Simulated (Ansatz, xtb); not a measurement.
**H2OPSi: which of two isomers lies lower**

Structure I: `O=[Si]P`, a doublet. Structure II: `O[SiH]=[P]`, a doublet. Both are isolated molecules in the gas phase, relaxed with B3LYP-D3(BJ)/6-311G**; the shapes shown needn't be the lowest conformers.

I (Å):

```csv
atom,x (Å),y (Å),z (Å)
O,0.8768,4.2959,-0.8287
P,0.9569,1.1869,0.3679
Si,0.3287,3.4809,0.3538
H,2.3371,1.5242,0.4631
H,0.7901,1.0501,1.7748
```

II (Å):

```xyz
5

O    -1.0862    0.4274    0.0616
P     2.2333    0.0397   -0.3157
Si    0.3677   -0.1547    0.5766
H     0.0704   -0.8631    1.8376
H    -1.1182    0.9296   -0.7580
```

Q: Which of the two would you expect CCSD(T)/def2-TZVP electronic energies to favour?

A: Structure II; the calculation gives E(II) − E(I) = −8.4 kcal/mol.

Level by level:

| level | geometry | E(II) − E(I) (kcal/mol) | departure from the last row (kcal/mol) | job, with rough time for the two |
| --- | --- | --- | --- | --- |
| GFN2-xTB | GFN2-xTB | +10.0 | +18.5 | optimisation, 0.23 s |
| HF/STO-3G | GFN2-xTB | +3.1 | +11.5 | single point, 0.96 s |
| r2SCAN-D4/def2-SVP | GFN2-xTB | −7.0 | +1.4 | single point, 3 s |
| B3LYP-D3(BJ)/6-311G** | B3LYP-D3(BJ)/6-311G** | −6.3 | +2.1 | optimisation, 40 s |
| HF/def2-TZVP | B3LYP-D3(BJ)/6-311G** | −19.4 | −11.0 | part of the CCSD(T) run |
| MP2/def2-TZVP | B3LYP-D3(BJ)/6-311G** | −6.8 | +1.6 | part of the CCSD(T) run |
| CCSD(T)/def2-TZVP | B3LYP-D3(BJ)/6-311G** | −8.4 |  | single point, 39 s |

As drawn, II has 1 O–Si, 1 P=Si, 1 O–H, 1 Si–H in place of 1 O=Si, 1 P–Si, 2 P–H.

GFN2-xTB, HF/STO-3G put the two in the other order. The largest departure from CCSD(T)/def2-TZVP is that of GFN2-xTB, 18.5 kcal/mol.

With harmonic frequencies from B3LYP-D3(BJ)/6-311G** (ideal gas, rigid rotor, one conformer each, 298.15 K, 1 atm): on the last row, ΔE + ΔZPE = −6.2, ΔH = −6.6, ΔG = −5.6 kcal/mol.

Open shells are spin-unrestricted, with notable spin contamination under HF/STO-3G, HF/def2-TZVP, MP2/def2-TZVP, CCSD(T)/def2-TZVP. The correlated steps freeze 11 core orbitals. Mirror images aren't counted in ΔG. Programs: Ansatz 0.2.0, xtb 6.7.1; the last row on 2 threads of Intel(R) Xeon(R) Processor @ 2.70GHz on a shared host.
